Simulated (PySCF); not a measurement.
# Ionisation and electron attachment of fluoroacetylene

Molecule: fluoroacetylene, `C#CF` (C2HF). Non-hydrogen atoms are numbered in `[CH:1]#[C:2][F:3]`.

These are calculated values, M06-2X/ma-def2-TZVP in PySCF (grid level 3) at geometries from PBE0-D3(BJ)/ma-def2-SVP. The prefix ma- adds one diffuse s and one diffuse p function on all atoms but H. Zero-point and thermal terms (298.15 K, 1 bar) come from unscaled PBE0-D3(BJ)/ma-def2-SVP harmonic frequencies, with soft modes damped to free rotors in the entropy.

Frontier levels of the parent: HOMO -9.64 eV, LUMO 0.09 eV.

Oxidation to the radical cation:
| Quantity | Value |
| --- | --- |
| Vertical ionisation energy (electronic) | 11.31 eV |
| Adiabatic ionisation energy (with zero-point energy) | 11.15 eV |
| Adiabatic, electronic part | 11.17 eV |
| Vertical gap at the product's structure | 10.87 eV |
| Inner reorganisation energy (four-point) | 444 meV |
| Relaxation of product / of parent | 144 / 300 meV |
| ⟨S²⟩ of the product | 0.753 |
| Largest spin populations | C1 0.60, C2 0.33, F3 0.10 |
| Largest changes of atomic charge | C1 0.39, C2 0.32, F3 0.18, H (on C1) 0.10 |
| Distances that move most (Å) | C2–F3 1.271 → 1.212; C1–C2 1.204 → 1.249; C1–H 1.073 → 1.091 |

Vertical electron affinity to the radical anion: -0.94 eV. The extra electron is not bound at this structure, the number hangs on the basis, and the ion was not relaxed.

Run with `OMP_NUM_THREADS=1 python redox_run.py task.json out` on 1 thread of Arm Neoverse V1, a shared host. Structures, frequencies and single points: 82 s of wall time.
